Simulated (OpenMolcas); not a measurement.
# SiH2F2 (SMILES F[SiH2]F): B86PBE/ANO-R2 (DKH3)

What is the vertical ionisation energy of SiH2F2 at B86PBE/ANO-R2 (DKH3)? 

The results are computed with OpenMolcas 26.06.

## 1. The molecule

The species is SiH2F2 (5 atoms), meant as a singlet with charge 0. As SMILES, `F[SiH2]F`. The coordinates come from a GFN2-xTB relaxation.

Bond lengths: F1–Si2 1.594 Å, Si2–F3 1.594 Å, Si2–H4 1.443 Å, Si2–H5 1.443 Å. Angles: F1–Si2–F3 102.9°, F1–Si2–H4 107.9°, F1–Si2–H5 108.0°, F3–Si2–H4 108.0°, F3–Si2–H5 107.9°, H4–Si2–H5 120.7°.

## 2. Energy and forces at B86PBE/ANO-R2 (DKH3)

coord.xyz

```xyz
5

F     -1.046560     0.523250     0.981220
Si    -0.010700    -0.001170    -0.111060
F      1.215730    -0.505410     0.773130
H     -0.593670    -1.150140    -0.760570
H      0.435200     1.133470    -0.882720
```

job.input

```
>>> EXPORT MOLCAS_PRINT=2
&gateway
coord = coord.xyz
basis = ANO-R2
group = NoSym
&seward
relativistic = R03O02
expert
&scf
ksdft = B86PBE
prorbitals = 0
&alaska
```

On the command line:

```
$ export MOLCAS_MEM=1860
$ pymolcas job.input > job.log
```

The log of the run:

```text
--- Start Module: gateway ---
[...]
--- Stop Module: gateway /rc=_RC_ALL_IS_WELL_ ---
[...]
 ###    WARNING:  EXPERT option is ON!                                       ###
 ###############################################################################
               SEWARD will generate:
[...]
      Basis functions          133
[...]
--- Start Module: scf ---
[...]
       Convergence after  10 Iterations
[...]
::    Total KS-DFT energy                            -491.3649973421
[...]
      Total spin, S                                     0.0000000000
[...]
      Total electronic charge=   34.000000
      Total            charge=   -0.000000
[...]
      Dipole Moment (debye):
      Origin of the operator (angstrom)=    0.0405    0.0043    0.4202
                   X= -1.7206E-01               Y= -1.8862E-02               Z= -1.7911E+00           Total=  1.7994E+00
      Quadrupole Moment (debye*angstrom):
[...]
--- Stop Module: scf /rc=_RC_ALL_IS_WELL_ ---
[...]
--- Start Module: alaska ---
[...]
 *              Molecular gradients               *
 **************************************************
  Irreducible representation: a
 ------------------------------------------------------------------------------------------
                              X                       Y                       Z
 ------------------------------------------------------------------------------------------
  F1                1.28783017795246E-02   -6.00760556793478E-03   -3.63376339131705E-03
  SI2              -1.71148641503049E-03   -2.41484937196584E-04   -1.89278884298076E-02
  F3               -1.34737521234669E-02    6.02690908699444E-03   -1.32414664252778E-03
  H4                5.57009514805662E-03    9.98029726508376E-03    1.14071735908352E-02
  H5               -3.26315838899838E-03   -9.75811584691577E-03    1.24786248730779E-02
 ------------------------------------------------------------------------------------------
--- Stop Module: alaska /rc=_RC_ALL_IS_WELL_ ---
[...]
```

Run time: 93 s. Hardware: 1 thread of Arm Neoverse V1, shared host; peak memory 1 GiB.

## 3. The doublet cation, same level

coord.xyz is that of step 2.

job.inp

```
&GATEWAY
 COORD = coord.xyz
 BASIS = ANO-R2
 GROUP = NoSym

&SEWARD
 RELATIVISTIC = R03O02
 EXPERT

&SCF
 UHF
 CHARGE = 1
 SPIN = 2
 KSDFT = B86PBE
 PRORBITALS = 0

&ALASKA
```

On the command line:

```
$ export MOLCAS_MEM=1860
$ pymolcas job.inp > job.log
```

The log of the run:

```text
--- Start Module: gateway ---
[...]
--- Stop Module: gateway /rc=_RC_ALL_IS_WELL_ ---
[...]
 ###    WARNING:  EXPERT option is ON!                                       ###
 ###############################################################################
               SEWARD will generate:
[...]
      Basis functions          133
[...]
--- Start Module: scf ---
[...]
       Convergence after  18 Iterations
[...]
::    Total KS-DFT energy                            -490.9111875031
[...]
      Total spin, S                                     0.5021549220
[...]
      Total electronic charge=   33.000000
      Total            charge=    1.000000
[...]
      Dipole Moment (debye):
      Origin of the operator (angstrom)=    0.0405    0.0043    0.4202
                   X= -4.2782E-01               Y= -4.5223E-02               Z= -4.4359E+00           Total=  4.4567E+00
      Center of Charge (angstrom)
[...]
--- Stop Module: scf /rc=_RC_ALL_IS_WELL_ ---
[...]
--- Start Module: alaska ---
[...]
 *              Molecular gradients               *
 **************************************************
  Irreducible representation: a
 ------------------------------------------------------------------------------------------
                              X                       Y                       Z
 ------------------------------------------------------------------------------------------
  F1                7.90835330545114E-03   -2.91177794137987E-03    1.22024545773609E-02
  SI2              -7.00529205266132E-03   -7.72290624799332E-04   -7.38064793220836E-02
  F3               -5.55895231271464E-03    3.22675570492237E-03    1.33342870786191E-02
  H4                1.44828520383820E-02    2.72313210867883E-02    2.26829090239997E-02
  H5               -9.82696097830082E-03   -2.67740082255639E-02    2.55868286419698E-02
 ------------------------------------------------------------------------------------------
--- Stop Module: alaska /rc=_RC_ALL_IS_WELL_ ---
[...]
```

It took 2 min on 1 thread of Arm Neoverse V1, shared host; peak memory 1 GiB.

## 4. Summary of results

At B86PBE/ANO-R2 (DKH3):

| quantity | value |
| --- | --- |
| singlet SiH2F2: total energy | -491.36500 Eh |
| singlet SiH2F2: dipole moment | 1.80 D |
| singlet SiH2F2: HOMO energy | -8.58 eV |
| singlet SiH2F2: LUMO energy | -0.69 eV |
| singlet SiH2F2: HOMO–LUMO gap | 7.89 eV |
| singlet SiH2F2: largest force on an atom | 0.977 eV/Å |
| doublet cation: total energy | -490.91119 Eh |
| doublet cation: HOMO energy (highest over α and β) | -17.19 eV |
| doublet cation: LUMO energy (lowest over α and β) | -16.12 eV |
| doublet cation: ⟨S²⟩ | 0.754 |
| doublet cation: largest force on an atom | 3.813 eV/Å |
| vertical ionisation energy (to the doublet cation) | 12.349 eV |

What this shows: Removing an electron at fixed nuclei costs 12.35 eV (285 kcal/mol). The largest force (singlet SiH2F2) is 0.98 eV/Å: the shape isn't a stationary point for this species at this level. −ε(HOMO) before ionisation, 8.58 eV, is 3.77 eV below this ionisation energy.
